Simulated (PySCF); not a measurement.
Ionisation energies (eV) were calculated with PySCF 2.14 by PBE, LDA, MP2 (valence), in another order, as differences of total energies without spin-orbit coupling. The measured values are between term centres (NIST).

| species | measured | A | B | C |
| --- | --- | --- | --- | --- |
| F⁺ (aug-cc-pVTZ, non-relativistic) | 34.950 | 35.259 | 35.424 | 34.620 |
| Ar (aug-cc-pVTZ-DK, spin-free X2C) | 15.819 | 15.984 | 15.699 | 15.724 |
| Cr (aug-cc-pVTZ-DK, spin-free X2C) | 6.767 | 7.604 | 7.400 | 6.518 |
| Co (aug-cc-pVTZ-DK, spin-free X2C) | 7.869 | 7.892 | 7.783 | 7.429 |
| Cu (aug-cc-pVTZ-PP with ECP10MDF, ECP) | 7.726 | 8.632 | 8.343 | 7.642 |
| Se (aug-cc-pVTZ-PP with ECP10MDF, ECP) | 9.635 | 9.845 | 9.603 | 9.246 |
| Pd (aug-cc-pVTZ-DK, spin-free X2C) | 8.512 | 9.329 | 8.872 | 8.721 |
| Te (aug-cc-pVTZ-PP with ECP28MDF, ECP) | 8.749 | 8.989 | 8.721 | 8.357 |

Question: Which column is which method?

Answer: A is LDA (mean error 0.44 eV); B is PBE (mean error 0.23 eV); C is MP2 (valence) (mean error -0.22 eV). LDA overbinds the outer electron and comes out highest. PBE, with gradient corrections, lies close to experiment on average, with errors of both signs. Valence MP2 in a finite basis recovers only part of the missing correlation, so it stays below experiment on average.
